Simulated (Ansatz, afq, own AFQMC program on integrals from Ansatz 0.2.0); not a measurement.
**Where AFQMC and coupled cluster stand for CH₃Cl, triplet**

| atom | x (Å) | y (Å) | z (Å) |
| --- | --- | --- | --- |
| Cl | -0.7869 | 0.0000 | 0.0000 |
| H | 0.7831 | 0.0000 | 0.0000 |
| C | 1.8731 | 0.0000 | 0.0000 |
| H | 2.2876 | 0.0000 | 0.9962 |
| H | 2.2876 | 0.0000 | -0.9962 |

Connectivity, by distances: Cl ··· CH2, 1 bridging H.

Basis cc-pVTZ. Noble-gas cores (and the filled d shells of Ga–Kr and In–Xe) are frozen. Integrals, coupled cluster, full CI and functionals: Ansatz 0.2.0; the random walks run on the same integrals in our own AFQMC program. ph-AFQMC/CISD is guided by a CISD state made of CCSD amplitudes; releasing the constraint for a short imaginary time cuts its bias at the price of noise, slowly where states lie close. Uncertainties: one standard error, sampling alone.

Determinant: UHF, the one that the program's search chose, which needn't be the lowest solution. The geometry is a point of a scan.

No full CI on the walks' own integrals is used here. The released AFQMC energy serves as the reference, which it does only where one determinant dominates, the energy is flat over the last release times and near the phaseless one (40 meV or 2 meV an electron, half that with transition metals). On small molecules, where full CI could be run and the noise was under 10 meV, such values lay within 10 meV of it in 19 cases of 20, a flattering rate, since the rule was set on those same cases; what remains of the bias isn't in the error bar.

Cautions: lower spins were not checked; the released value is read at 1.62 1/Eh, later times being too noisy (meV from the phaseless value at times in 1/Eh: -6 ± 5 at 0.24, -16 ± 4 at 0.51, -23 ± 6 at 0.99, -18 ± 7 at 1.62, -15 ± 12 at 2.40).

The T1 diagnostic is 0.0129 and the weight of the determinant in the CISD state is 0.869. The ⟨S²⟩ of the determinant is 2.037. The size of the correlated space is 14 electrons in 100 orbitals.

| level | correlation energy (eV) |
| --- | --- |
| MP2 | -9.1134 |
| CCSD | -10.2067 |
| CCSD(T) | -10.5571 |

Question: Estimate where AFQMC with the constraint released lies against CCSD(T) on the same integrals.

Answer: 4.1 ± 0.7 kJ/mol below CCSD(T).

Reference: AFQMC with the constraint released, correlation energy -10.600 ± 0.007 eV.

| level | E − E(reference) (kJ/mol) | share of correlation (%) |
| --- | --- | --- |
| CCSD(T) | 4.1 ± 0.7 | 99.60 |
| ph-AFQMC/CISD | 1.7 ± 0.9 | 99.83 |

A walk keeps the symmetry of its determinant, which the program's search chose and which needn't be the lowest solution, so a lower state of the same spin and another symmetry isn't excluded. Released energies are given only where the last usable release times agree within the noise; a slower fall can still hide under it.
